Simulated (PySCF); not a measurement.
## Broadened absorption spectrum of C5H6S

C5H6S.
SMILES: `S=C=CCC=C`

Method used: TDDFT PBE0/def2-SVPD, vertical, gas phase, core orbitals frozen in the response in PySCF. The structure is a single GFN2-xTB conformer in the gas phase; no vibrational or solvent corrections. Torsions of this conformer, `[CH2:1]=[CH:2][CH2:3][CH:4]=[C:5]=[S:6]`: C1–C2–C3–C4 -114°, C2–C3–C4–C5 -109°.

Broadening: Gaussians 0.25 eV wide at half height, area fixed by f = 4.319×10⁻⁹ ∫ε dν̃. The width is an assumption, not a result. The curve ends short of the highest state used, and states not computed would add to its high-energy end.

```csv
E (eV),ε (L mol⁻¹ cm⁻¹)
2.05,0
2.11,0
2.17,2
2.23,5
2.30,14
2.36,24
2.42,28
2.48,24
2.55,14
2.61,6
2.67,2
2.73,0
2.79,0
2.86,0
2.92,0
2.98,0
3.04,0
3.11,0
3.17,0
3.23,0
3.29,0
3.35,0
3.42,0
3.48,0
3.54,0
3.60,0
3.67,0
3.73,0
3.79,0
3.85,0
3.91,0
3.98,0
4.04,0
4.10,0
4.16,0
4.23,0
4.29,0
4.35,1
4.41,6
4.47,31
4.54,152
4.60,418
4.66,837
4.72,1217
4.79,1258
4.85,917
4.91,498
4.97,285
5.03,564
5.10,2332
5.16,6012
5.22,11296
5.28,15423
5.34,15301
5.41,10124
5.47,5032
```

(1) Locate the maxima and give the states behind the curve.

(2) Does any computed singlet lie in the visible range?

(3) Coming from long wavelengths, where does ε first pass 100 L mol⁻¹ cm⁻¹?

(4) On this curve, what absorbance would a 10⁻⁴ mol/L sample give at 532 nm over a 1 cm path?

## Answers

(1) 512 nm (2.42 eV), ε about 28, made up of S1 (100%); 261 nm (4.76 eV), ε about 1300, made up of S2 (100%); 234 nm (5.31 eV), ε about 16000, made up of S3 (100%) (ε in L mol⁻¹ cm⁻¹; maxima over ε = 5, shares over 10%). The states used: S1 2.42 eV (f 0.0003); S2 4.76 eV (f 0.012); S3 5.31 eV (f 0.148); S4 5.79 eV (f 0.0050); S5 5.85 eV (f 0.0001); S6 6.07 eV (f 0.054).

(2) S1 lies in the visible range (380 to 750 nm), at 512 nm, dark in the vertical dipole picture (f under 0.0005); light of that wavelength is green, and its complementary colour is purple; a Tamm–Dancoff triplet lies at 604 nm, without intensity as long as spin–orbit coupling is left out.

(3) At about 274 nm (4.52 eV), 2.10 eV above S1.

(4) 532 nm is 2.331 eV, where ε is about 19 L mol⁻¹ cm⁻¹, so A = ε c l ≈ 0.0019 (Beer–Lambert, with the gas-phase spectrum and the assumed width).
